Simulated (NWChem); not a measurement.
Molecule: hydrogen isocyanide (CHN); SMILES [C-]#[NH+]

All runs: NWChem. Coordinates come from a PBE0-D3(BJ)/def2-TZVP optimisation. Level B3LYP/def2-SVPD: energy and gradient; each run changes one setting, and changes count from the defaults (medium grid, exact Coulomb integrals, symmetry on).

| setting | size of the energy change (μHa) | largest change of a gradient component (μHa/bohr) |
|---|---|---|
| defaults | < 10 | < 30 |
| tight SCF thresholds and tolerances | < 10 | < 30 |
| extra-fine grid | < 10 | < 30 |
| symmetry off | < 10 | other frame |
| coarse grid | < 10 | 70 |
